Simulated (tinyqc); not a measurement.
UHF in the sto-6g basis, for OH+, spin multiplicity 3, step by step (part 1 of 2). Computed by tinyqc, a small Python program that keeps every step (integrals from PySCF). Settings: charge = 1, multiplicity = 3, basis = sto-6g, energy threshold = 1e-08, iteration cap = 78, orthogonalisation = symmetric, start = atomic densities, DIIS depth = 4, method = UHF. Command: `OMP_NUM_THREADS=1 python tinyqc.py 25798 25799 out.jsonl` (the two numbers bound the seeds that draw the settings). One thread of a shared host (Intel(R) Xeon(R) Processor @ 2.60GHz), about 0.2 s of CPU time with the checks. Later iterations appear only in the table of the cycle.

## One-electron integrals

Geometry (angstrom):
```
atom         x         y         z
O     0.000000  0.000000  0.000000
H     0.000000  0.000000  1.668000
```

Basis sto-6g: exponents (1/bohr^2) and contraction coefficients of normalised primitives:
```
element  l (shell)     exponent  coefficient
O            s (1)  1355.584234     0.009164
O            s (1)   248.544885     0.049361
O            s (1)    69.533902     0.168538
O            s (1)    23.886772     0.370563
O            s (1)     9.275933     0.416492
O            s (1)     3.820341     0.130334
O            s (2)    52.187762    -0.013253
O            s (2)    10.329320    -0.046992
O            s (2)     3.210345    -0.033785
O            s (2)     1.235135     0.250242
O            s (2)     0.536420     0.595117
O            s (2)     0.245881     0.240706
O            p (3)    52.187762     0.003760
O            p (3)    10.329320     0.037679
O            p (3)     3.210345     0.173897
O            p (3)     1.235135     0.418036
O            p (3)     0.536420     0.425860
O            p (3)     0.245881     0.101708
H            s (1)    35.523221     0.009164
H            s (1)     6.513144     0.049361
H            s (1)     1.822143     0.168538
H            s (1)     0.625955     0.370563
H            s (1)     0.243077     0.416492
H            s (1)     0.100112     0.130334
```

Overlap, kinetic and nuclear-attraction integrals over the contracted functions; the nuclear repulsion is the sum of Za Zb / Rab.

nuclear repulsion = 2.53802020 hartree

overlap S, order 1O 1s, 1O 2s, 1O 2px, 1O 2py, 1O 2pz, 2H 1s:
```
[[1.000000, 0.231145, 0.000000, 0.000000, 0.000000, 0.010710],
 [0.231145, 1.000000, 0.000000, 0.000000, 0.000000, 0.149334],
 [0.000000, 0.000000, 1.000000, 0.000000, 0.000000, 0.000000],
 [0.000000, 0.000000, 0.000000, 1.000000, 0.000000, 0.000000],
 [0.000000, 0.000000, 0.000000, 0.000000, 1.000000, 0.150389],
 [0.010710, 0.149334, 0.000000, 0.000000, 0.150389, 1.000000]]
```

kinetic energy T (hartree), order 1O 1s, 1O 2s, 1O 2px, 1O 2py, 1O 2pz, 2H 1s:
```
[[29.327197, -0.896024, 0.000000, 0.000000, 0.000000, -0.003803],
 [-0.896024, 0.842618, 0.000000, 0.000000, 0.000000, -0.015257],
 [0.000000, 0.000000, 2.531309, 0.000000, 0.000000, 0.000000],
 [0.000000, 0.000000, 0.000000, 2.531309, 0.000000, 0.000000],
 [0.000000, 0.000000, 0.000000, 0.000000, 2.531309, 0.011782],
 [-0.003803, -0.015257, 0.000000, 0.000000, 0.011782, 0.768522]]
```

nuclear attraction V (hartree), order 1O 1s, 1O 2s, 1O 2px, 1O 2py, 1O 2pz, 2H 1s:
```
[[-61.575568, -6.224613, 0.000000, 0.000000, -0.005409, -0.328360],
 [-6.224613, -9.317554, 0.000000, 0.000000, -0.064497, -0.918070],
 [0.000000, 0.000000, -9.307735, 0.000000, 0.000000, 0.000000],
 [0.000000, 0.000000, 0.000000, -9.307735, 0.000000, 0.000000],
 [-0.005409, -0.064497, 0.000000, 0.000000, -9.335994, -0.800502],
 [-0.328360, -0.918070, 0.000000, 0.000000, -0.800502, -3.772570]]
```

core Hamiltonian H = T + V (hartree), order 1O 1s, 1O 2s, 1O 2px, 1O 2py, 1O 2pz, 2H 1s:
```
[[-32.248370, -7.120637, 0.000000, 0.000000, -0.005409, -0.332164],
 [-7.120637, -8.474935, 0.000000, 0.000000, -0.064497, -0.933327],
 [0.000000, 0.000000, -6.776426, 0.000000, 0.000000, 0.000000],
 [0.000000, 0.000000, 0.000000, -6.776426, 0.000000, 0.000000],
 [-0.005409, -0.064497, 0.000000, 0.000000, -6.804685, -0.788719],
 [-0.332164, -0.933327, 0.000000, 0.000000, -0.788719, -3.004048]]
```

## Two-electron integrals

Functions are numbered as in S; the eight-fold symmetry (ij|kl) = (ji|kl) = (kl|ij) leaves the list below.

Two-electron integrals (ij|kl) in chemists' order, unique and non-zero (hartree):
```
(11|11) 4.787491   (21|11) 0.675884   (21|21) 0.121505   (22|11) 1.117379
(22|21) 0.249212   (22|22) 0.817383   (31|31) 0.025762   (32|31) 0.039145
(32|32) 0.180664   (33|11) 1.117381   (33|21) 0.249212   (33|22) 0.817382
(33|33) 0.880663   (41|41) 0.025762   (42|41) 0.039145   (42|42) 0.180664
(43|43) 0.047461   (44|11) 1.117381   (44|21) 0.249212   (44|22) 0.817382
(44|33) 0.785741   (44|44) 0.880663   (51|51) 0.025762   (52|51) 0.039145
(52|52) 0.180664   (53|53) 0.047461   (54|54) 0.047461   (55|11) 1.117381
(55|21) 0.249212   (55|22) 0.817382   (55|33) 0.785741   (55|44) 0.785741
(55|55) 0.880663   (61|11) 0.033164   (61|21) 0.005726   (61|22) 0.011529
(61|33) 0.011506   (61|44) 0.011506   (61|51) 0.000281   (61|52) 0.000556
(61|55) 0.011574   (61|61) 0.000275   (62|11) 0.104300   (62|21) 0.023705
(62|22) 0.089281   (62|33) 0.087734   (62|44) 0.087734   (62|51) 0.001888
(62|52) 0.015391   (62|55) 0.092375   (62|61) 0.001128   (62|62) 0.013806
(63|31) 0.002293   (63|32) 0.013939   (63|53) 0.003000   (63|63) 0.001675
(64|41) 0.002293   (64|42) 0.013939   (64|54) 0.003000   (64|64) 0.001675
(65|11) 0.087160   (65|21) 0.020042   (65|22) 0.080197   (65|33) 0.077013
(65|44) 0.077013   (65|51) 0.003575   (65|52) 0.026020   (65|55) 0.086564
(65|61) 0.000986   (65|62) 0.015022   (65|65) 0.017741   (66|11) 0.316599
(66|21) 0.073160   (66|22) 0.315155   (66|33) 0.306820   (66|44) 0.306820
(66|51) 0.005309   (66|52) 0.061775   (66|55) 0.331827   (66|61) 0.003481
(66|62) 0.070672   (66|65) 0.086677   (66|66) 0.774999
```

## Orthogonalisation

S = U s U^T; symmetric (Loewdin) form X = U s^(-1/2) U^T, so that X^T S X = 1.

eigenvalues of S: [0.715518, 0.874596, 1.000000, 1.000000, 1.114775, 1.295111]

X, order 1O 1s, 1O 2s, 1O 2px, 1O 2py, 1O 2pz, 2H 1s:
```
[[1.021010, -0.120734, 0.000000, 0.000000, -0.001107, 0.008231],
 [-0.120734, 1.029968, 0.000000, 0.000000, 0.008942, -0.078563],
 [0.000000, 0.000000, 1.000000, 0.000000, 0.000000, 0.000000],
 [0.000000, 0.000000, 0.000000, 1.000000, 0.000000, 0.000000],
 [-0.001107, 0.008942, 0.000000, 0.000000, 1.008773, -0.077405],
 [0.008231, -0.078563, 0.000000, 0.000000, -0.077405, 1.017573]]
```

## Starting guess

The start is atomic minimal-basis densities projected into this basis (PySCF's MINAO start) and scaled to the electron count of each spin; this density is not idempotent, so its energy is not variational and may lie below the converged one.

D(alpha) at the start, order 1O 1s, 1O 2s, 1O 2px, 1O 2py, 1O 2pz, 2H 1s:
```
[[1.191194, -0.273965, 0.000000, 0.000000, 0.002365, -0.006878],
 [-0.273965, 1.185021, 0.000000, 0.000000, -0.012376, 0.033113],
 [0.000000, 0.000000, 0.727752, 0.000000, 0.000000, 0.000000],
 [0.000000, 0.000000, 0.000000, 0.727752, 0.000000, 0.000000],
 [0.002365, -0.012376, 0.000000, 0.000000, 0.708039, 0.070194],
 [-0.006878, 0.033113, 0.000000, 0.000000, 0.070194, 0.556037]]
```

D(beta) at the start, order 1O 1s, 1O 2s, 1O 2px, 1O 2py, 1O 2pz, 2H 1s:
```
[[0.714717, -0.164379, 0.000000, 0.000000, 0.001419, -0.004127],
 [-0.164379, 0.711013, 0.000000, 0.000000, -0.007425, 0.019868],
 [0.000000, 0.000000, 0.436651, 0.000000, 0.000000, 0.000000],
 [0.000000, 0.000000, 0.000000, 0.436651, 0.000000, 0.000000],
 [0.001419, -0.007425, 0.000000, 0.000000, 0.424823, 0.042117],
 [-0.004127, 0.019868, 0.000000, 0.000000, 0.042117, 0.333622]]
```

## Iteration 1: building the Fock matrix

J_ij = sum D_kl (ij|kl) with D = D(alpha) + D(beta), K_ij = sum D_kl (ik|jl) for each spin; F = H + J - K(s); E = tr D H + tr D J / 2 - 0.5 sum_s tr D(s) K(s) + E_nn.

Coulomb J (hartree), order 1O 1s, 1O 2s, 1O 2px, 1O 2py, 1O 2pz, 2H 1s:
```
[[14.830150, 2.588834, 0.000000, 0.000000, 0.004365, 0.123366],
 [2.588834, 6.598037, 0.000000, 0.000000, 0.055563, 0.723342],
 [0.000000, 0.000000, 6.590740, 0.000000, 0.000000, 0.000000],
 [0.000000, 0.000000, 0.000000, 6.590740, 0.000000, 0.000000],
 [0.004365, 0.055563, 0.000000, 0.000000, 6.612629, 0.659682],
 [0.123366, 0.723342, 0.000000, 0.000000, 0.659682, 2.941214]]
```

exchange K(alpha) (hartree), order 1O 1s, 1O 2s, 1O 2px, 1O 2py, 1O 2pz, 2H 1s:
```
[[5.532333, 0.846920, 0.000000, 0.000000, 0.000827, 0.045915],
 [0.846920, 1.383099, 0.000000, 0.000000, 0.008008, 0.195615],
 [0.000000, 0.000000, 0.934623, 0.000000, 0.000000, 0.000000],
 [0.000000, 0.000000, 0.000000, 0.934623, 0.000000, 0.000000],
 [0.000827, 0.008008, 0.000000, 0.000000, 0.939645, 0.157363],
 [0.045915, 0.195615, 0.000000, 0.000000, 0.157363, 0.478432]]
```

exchange K(beta) (hartree), order 1O 1s, 1O 2s, 1O 2px, 1O 2py, 1O 2pz, 2H 1s:
```
[[3.319400, 0.508152, 0.000000, 0.000000, 0.000496, 0.027549],
 [0.508152, 0.829860, 0.000000, 0.000000, 0.004805, 0.117369],
 [0.000000, 0.000000, 0.560774, 0.000000, 0.000000, 0.000000],
 [0.000000, 0.000000, 0.000000, 0.560774, 0.000000, 0.000000],
 [0.000496, 0.004805, 0.000000, 0.000000, 0.563787, 0.094418],
 [0.027549, 0.117369, 0.000000, 0.000000, 0.094418, 0.287059]]
```

F(alpha) (hartree), order 1O 1s, 1O 2s, 1O 2px, 1O 2py, 1O 2pz, 2H 1s:
```
[[-22.950554, -5.378723, 0.000000, 0.000000, -0.001871, -0.254712],
 [-5.378723, -3.259998, 0.000000, 0.000000, -0.016942, -0.405601],
 [0.000000, 0.000000, -1.120309, 0.000000, 0.000000, 0.000000],
 [0.000000, 0.000000, 0.000000, -1.120309, 0.000000, 0.000000],
 [-0.001871, -0.016942, 0.000000, 0.000000, -1.131701, -0.286401],
 [-0.254712, -0.405601, 0.000000, 0.000000, -0.286401, -0.541266]]
```

F(beta) (hartree), order 1O 1s, 1O 2s, 1O 2px, 1O 2py, 1O 2pz, 2H 1s:
```
[[-20.737620, -5.039955, 0.000000, 0.000000, -0.001540, -0.236346],
 [-5.039955, -2.706758, 0.000000, 0.000000, -0.013738, -0.327355],
 [0.000000, 0.000000, -0.746460, 0.000000, 0.000000, 0.000000],
 [0.000000, 0.000000, 0.000000, -0.746460, 0.000000, 0.000000],
 [-0.001540, -0.013738, 0.000000, 0.000000, -0.755843, -0.223456],
 [-0.236346, -0.327355, 0.000000, 0.000000, -0.223456, -0.349893]]
```

total energy of this density = -69.95017995 hartree

This density is the starting one; it is not idempotent, so its energy is not variational and may lie below the converged one.

## Iteration 1: diagonalisation and new density

Diagonalise F' = X^T F X, C = X C', fill 5 alpha and 3 beta electrons from the bottom; D(s) = C_occ C_occ^T. Each column has its largest component positive (the first on a tie).

F' = X^T F X (alpha) (hartree):
```
[[-22.649998, -2.486450, 0.000000, 0.000000, -0.004721, -0.005704],
 [-2.486450, -2.397675, 0.000000, 0.000000, 0.001085, -0.165113],
 [0.000000, 0.000000, -1.120309, 0.000000, 0.000000, 0.000000],
 [0.000000, 0.000000, 0.000000, -1.120309, 0.000000, 0.000000],
 [-0.004721, 0.001085, 0.000000, 0.000000, -1.110127, -0.167440],
 [-0.005704, -0.165113, 0.000000, 0.000000, -0.167440, -0.476460]]
```

orbital energies (alpha) (hartree): [-22.950830, -2.113379, -1.150198, -1.120309, -1.120309, -0.419852]

coefficients C (alpha), order 1O 1s, 1O 2s, 1O 2px, 1O 2py, 1O 2pz, 2H 1s:
```
[[0.999125, -0.240537, 0.009662, 0.000000, 0.000000, 0.030066],
 [0.003762, 1.023836, -0.049330, 0.000000, 0.000000, -0.175997],
 [0.000000, 0.000000, 0.000000, -0.126970, 0.991907, 0.000000],
 [0.000000, 0.000000, 0.000000, 0.991907, 0.126970, 0.000000],
 [0.000107, 0.016482, 0.962109, 0.000000, 0.000000, -0.312681],
 [-0.000126, 0.022776, 0.164112, 0.000000, 0.000000, 1.010067]]
```

F' = X^T F X (beta) (hartree):
```
[[-20.418393, -2.467055, 0.000000, 0.000000, -0.005458, 0.001578],
 [-2.467055, -1.873909, 0.000000, 0.000000, 0.002415, -0.140629],
 [0.000000, 0.000000, -0.746460, 0.000000, 0.000000, 0.000000],
 [0.000000, 0.000000, 0.000000, -0.746460, 0.000000, 0.000000],
 [-0.005458, 0.002415, 0.000000, 0.000000, -0.736337, -0.146324],
 [0.001578, -0.140629, 0.000000, 0.000000, -0.146324, -0.295004]]
```

orbital energies (beta) (hartree): [-20.740999, -1.566856, -0.778711, -0.746460, -0.746460, -0.237076]

coefficients C (beta), order 1O 1s, 1O 2s, 1O 2px, 1O 2py, 1O 2pz, 2H 1s:
```
[[0.996742, -0.249712, 0.012392, 0.000000, 0.000000, 0.033196],
 [0.013771, 1.021823, -0.061100, 0.000000, 0.000000, -0.183349],
 [0.000000, 0.000000, 0.000000, -0.001698, 0.999999, 0.000000],
 [0.000000, 0.000000, 0.000000, 0.999999, 0.001698, 0.000000],
 [0.000262, 0.016337, 0.946329, 0.000000, 0.000000, -0.357617],
 [-0.001214, 0.033181, 0.211204, 0.000000, 0.000000, 1.000988]]
```

D(alpha) after iteration 1, order 1O 1s, 1O 2s, 1O 2px, 1O 2py, 1O 2pz, 2H 1s:
```
[[1.056202, -0.242988, 0.000000, 0.000000, 0.005438, -0.004018],
 [-0.242988, 1.050687, 0.000000, 0.000000, -0.030586, 0.015223],
 [0.000000, 0.000000, 1.000000, 0.000000, 0.000000, 0.000000],
 [0.000000, 0.000000, 0.000000, 1.000000, 0.000000, 0.000000],
 [0.005438, -0.030586, 0.000000, 0.000000, 0.925926, 0.158269],
 [-0.004018, 0.015223, 0.000000, 0.000000, 0.158269, 0.027451]]
```

D(beta) after iteration 1, order 1O 1s, 1O 2s, 1O 2px, 1O 2py, 1O 2pz, 2H 1s:
```
[[1.056004, -0.242193, 0.000000, 0.000000, 0.007909, -0.006878],
 [-0.242193, 1.048045, 0.000000, 0.000000, -0.041124, 0.020984],
 [0.000000, 0.000000, 0.000000, 0.000000, 0.000000, 0.000000],
 [0.000000, 0.000000, 0.000000, 0.000000, 0.000000, 0.000000],
 [0.007909, -0.041124, 0.000000, 0.000000, 0.895806, 0.200410],
 [-0.006878, 0.020984, 0.000000, 0.000000, 0.200410, 0.045709]]
```

Within a degenerate level the vectors are fixed only up to a rotation; this is one choice.

## Iteration 2: building the Fock matrix

As before.

Coulomb J (hartree), order 1O 1s, 1O 2s, 1O 2px, 1O 2py, 1O 2pz, 2H 1s:
```
[[16.164247, 2.806478, 0.000000, 0.000000, -0.001843, 0.133751],
 [2.806478, 7.044392, 0.000000, 0.000000, -0.000578, 0.743196],
 [0.000000, 0.000000, 7.015387, 0.000000, 0.000000, 0.000000],
 [0.000000, 0.000000, 0.000000, 7.015387, 0.000000, 0.000000],
 [-0.001843, -0.000578, 0.000000, 0.000000, 7.102403, 0.661183],
 [0.133751, 0.743196, 0.000000, 0.000000, 0.661183, 2.592497]]
```

exchange K(alpha) (hartree), order 1O 1s, 1O 2s, 1O 2px, 1O 2py, 1O 2pz, 2H 1s:
```
[[4.931141, 0.789727, 0.000000, 0.000000, -0.000216, 0.041850],
 [0.789727, 1.402424, 0.000000, 0.000000, -0.008440, 0.159257],
 [0.000000, 0.000000, 1.171479, 0.000000, 0.000000, 0.000000],
 [0.000000, 0.000000, 0.000000, 1.171479, 0.000000, 0.000000],
 [-0.000216, -0.008440, 0.000000, 0.000000, 1.137010, 0.157334],
 [0.041850, 0.159257, 0.000000, 0.000000, 0.157334, 0.083952]]
```

exchange K(beta) (hartree), order 1O 1s, 1O 2s, 1O 2px, 1O 2py, 1O 2pz, 2H 1s:
```
[[4.878552, 0.710463, 0.000000, 0.000000, 0.000094, 0.037010],
 [0.710463, 1.036309, 0.000000, 0.000000, -0.012494, 0.135639],
 [0.000000, 0.000000, 0.241936, 0.000000, 0.000000, 0.000000],
 [0.000000, 0.000000, 0.000000, 0.241936, 0.000000, 0.000000],
 [0.000094, -0.012494, 0.000000, 0.000000, 1.023041, 0.164217],
 [0.037010, 0.135639, 0.000000, 0.000000, 0.164217, 0.101971]]
```

F(alpha) (hartree), order 1O 1s, 1O 2s, 1O 2px, 1O 2py, 1O 2pz, 2H 1s:
```
[[-21.015265, -5.103886, 0.000000, 0.000000, -0.007035, -0.240263],
 [-5.103886, -2.832967, 0.000000, 0.000000, -0.056634, -0.349389],
 [0.000000, 0.000000, -0.932518, 0.000000, 0.000000, 0.000000],
 [0.000000, 0.000000, 0.000000, -0.932518, 0.000000, 0.000000],
 [-0.007035, -0.056634, 0.000000, 0.000000, -0.839292, -0.284871],
 [-0.240263, -0.349389, 0.000000, 0.000000, -0.284871, -0.495503]]
```

F(beta) (hartree), order 1O 1s, 1O 2s, 1O 2px, 1O 2py, 1O 2pz, 2H 1s:
```
[[-20.962675, -5.024622, 0.000000, 0.000000, -0.007345, -0.235422],
 [-5.024622, -2.466852, 0.000000, 0.000000, -0.052581, -0.325771],
 [0.000000, 0.000000, -0.002976, 0.000000, 0.000000, 0.000000],
 [0.000000, 0.000000, 0.000000, -0.002976, 0.000000, 0.000000],
 [-0.007345, -0.052581, 0.000000, 0.000000, -0.725323, -0.291753],
 [-0.235422, -0.325771, 0.000000, 0.000000, -0.291753, -0.513521]]
```

total energy of this density = -74.61528939 hartree

## Iteration 2: DIIS over 2 matrices

error matrix X^T (FDS - SDF) X (alpha):
```
[[0.000000, 0.002459, 0.000000, 0.000000, 0.005376, -0.025370],
 [-0.002459, 0.000000, 0.000000, 0.000000, 0.007100, 0.000157],
 [0.000000, 0.000000, 0.000000, 0.000000, 0.000000, 0.000000],
 [0.000000, 0.000000, 0.000000, 0.000000, 0.000000, 0.000000],
 [-0.005376, -0.007100, 0.000000, 0.000000, 0.000000, 0.073589],
 [0.025370, -0.000157, 0.000000, 0.000000, -0.073589, 0.000000]]
```

B (overlaps of the stored error matrices):
```
[[1.6102440e-01, -1.7034964e-02],
 [-1.7034964e-02, 3.3088807e-02]]
```

Minimise |sum c_i e_i|^2 with sum c_i = 1: solve [B -1; -1 0][c; lambda] = [0; -1] with B_ij = tr e_i^T e_j summed over both spins, and take F = sum c_i F_i.

DIIS coefficients: [0.219665, 0.780335]

extrapolated F(alpha) (hartree), order 1O 1s, 1O 2s, 1O 2px, 1O 2py, 1O 2pz, 2H 1s:
```
[[-21.440379, -5.164258, 0.000000, 0.000000, -0.005901, -0.243437],
 [-5.164258, -2.926771, 0.000000, 0.000000, -0.047915, -0.361737],
 [0.000000, 0.000000, -0.973769, 0.000000, 0.000000, 0.000000],
 [0.000000, 0.000000, 0.000000, -0.973769, 0.000000, 0.000000],
 [-0.005901, -0.047915, 0.000000, 0.000000, -0.903524, -0.285207],
 [-0.243437, -0.361737, 0.000000, 0.000000, -0.285207, -0.505556]]
```

extrapolated F(beta) (hartree), order 1O 1s, 1O 2s, 1O 2px, 1O 2py, 1O 2pz, 2H 1s:
```
[[-20.913239, -5.027990, 0.000000, 0.000000, -0.006070, -0.235625],
 [-5.027990, -2.519551, 0.000000, 0.000000, -0.044049, -0.326119],
 [0.000000, 0.000000, -0.166293, 0.000000, 0.000000, 0.000000],
 [0.000000, 0.000000, 0.000000, -0.166293, 0.000000, 0.000000],
 [-0.006070, -0.044049, 0.000000, 0.000000, -0.732027, -0.276751],
 [-0.235625, -0.326119, 0.000000, 0.000000, -0.276751, -0.477578]]
```
